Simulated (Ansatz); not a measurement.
# Diamond-structure Ge

These are r²SCAN (Ansatz, a quantum-chemistry and plane-wave program, PAW) values and carry that method's errors.

Run with plane-wave cutoff 500 eV, 3×3×3 k mesh, Fermi–Dirac smearing 0.05 eV, cell of 64 sites, scalar-relativistic PAW data made under PBE.

Cell: relaxed at this level.

```
Property                                     Result
------------------------------------------  -------
vacancy formation energy                    2.86 eV
vacancy formation energy before relaxation  3.14 eV
```

Note: the vacancy is neutral, without spin, and relaxed from the ideal cell, whose symmetry can bar a Jahn–Teller distortion; the defect's distortion and the cell size are not converged; energies are extrapolated to zero smearing, and mesh and cell size move such values by some tenths of an eV.

It cost about 70 core-minutes (a rough figure) of CPU time.
